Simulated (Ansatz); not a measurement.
A made-up structure of C$_{2}$H$_{4}$Cl, doublet:

```
atom    x (Å)    y (Å)    z (Å)
  C1  -0.6784   0.3418  -0.4885
  C2   0.5229  -0.0020   0.2649
 Cl3   0.3917  -1.7058   0.9261
  H4  -0.7753   0.0455  -1.5247
  H5  -1.5577   0.7079   0.0250
  H6   0.6415  -2.5102   1.9554
  H7   1.4239  -0.0111  -0.3449
```

It is relaxed with PBE-D4/def2-SVP and then PBE0-D4/def2-TZVP (Ansatz 0.2.0). Atoms count as bonded within 1.22 times the sum of their covalent radii (H–H: 0.88 Å). The end point is not checked to be a true minimum.

(1) Does its bonding change? (A judgement: the text doesn't fix the answer.)

## Answers

(1) The calculation gives: Yes. Formed: none; broken: C2–Cl3.

Where it ends: The first stage lowers the energy by 2.44 eV in 24 steps. It ends as a complex of C₂H₃ ([CH][CH2]) + HCl:
C1  (-0.579, 0.341, -0.666)
C2  (0.721, 0.301, -0.608)
Cl3  (0.473, -2.204, 1.848)
H4  (-1.102, 1.021, -1.342)
H5  (-1.203, -0.299, -0.046)
H6  (0.091, -3.078, 2.700)
H7  (1.567, 0.785, -1.072)
(Å)

Labels in which every atom is bracketed show which atoms are joined, not bond orders.

For scale, one of the runs: PBE0-D4/def2-TZVP relaxation, 123 basis functions, launched by `ansatz run in.yaml --threads 2 --pin off --events-out ev --progress --plain --max-ram 4352MiB`. Hardware: 2 CPU threads of an Arm Neoverse V2, shared host. Wall time about 23 s.
